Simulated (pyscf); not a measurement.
formic acid (O=CH–OH) + H₃C–OH₂⁺ -> H₃C–OH⁺–CH=O + water (H₂O) (substitution at C; singlet surface; C–O broken, C–O formed). PySCF, gas phase, ωB97X-D3(BJ)/def2-SVP geometries. Energies in kJ/mol from the separated reactants.

```json
[
 {"level": "ωB97X-D3(BJ)/def2-TZVP", "barrier": "48.8", "reaction energy": "+55.5"},
 {"level": "r²SCAN/def2-TZVP", "barrier": "36.5", "reaction energy": "+56.0"},
 {"level": "B3LYP-D3(BJ)/def2-TZVP", "barrier": "34.7", "reaction energy": "+52.4"},
 {"level": "PBE0-D3(BJ)/def2-TZVP", "barrier": "(withheld)", "reaction energy": "(withheld)"},
 {"level": "M06-2X/def2-TZVP", "barrier": "55.2", "reaction energy": "+56.7"},
 {"level": "ωB97M-D3(BJ)/def2-TZVP", "barrier": "(withheld)", "reaction energy": "+54.8"}
]
```

### Question
What belongs in the gaps?

### Answer

- PBE0-D3(BJ)/def2-TZVP, barrier: 48.5
- PBE0-D3(BJ)/def2-TZVP, reaction energy: +59.7
- ωB97M-D3(BJ)/def2-TZVP, barrier: 44.4

On the product side the descent ends in a bound adduct, 47.7 kJ/mol under the separated species and 40.9 kJ/mol under the saddle at ωB97X-D3(BJ)/def2-TZVP. At ωB97X-D3(BJ)/def2-TZVP, r²SCAN, B3LYP-D3(BJ), PBE0-D3(BJ), M06-2X, ωB97M-D3(BJ) the saddle lies under the separated products, which points to a path from their complex (located at ωB97X-D3(BJ) alone), and parting the products costs more than the saddle. H₃C–OH⁺–CH=O lies 94.0 kJ/mol over its isomer H₃C–O–CH=OH⁺ (electronic energy, ωB97M-D3(BJ)/def2-TZVP). One saddle was located; it need not be the lowest between these sides. The angle at the attacked C is 177°.
